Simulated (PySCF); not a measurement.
O₂⁺ at UHF-SCS-MP2

Level: UHF-SCS-MP2. PySCF, no relativity, basis sets O def2-TZVPPD.

```json
{"state": "²Πg (doublet), unpaired electrons π ↑", "bond length": "1.141 Å", "harmonic wavenumber": "1628 cm⁻¹", "force constant": "12.5 mdyn/Å", "rotational constant Be": "1.619 cm⁻¹", "anharmonicity ωexe": "29.2 cm⁻¹", "vibration–rotation constant αe": "0.0284 cm⁻¹", "well depth De to O⁺ + O": "158.8 kcal/mol", "dissociation energy D0": "156.5 kcal/mol"}
```

Correlated steps freeze 2 core orbitals. The state is the lowest determinant that a PBE0 search found; another state may lie lower at other levels.
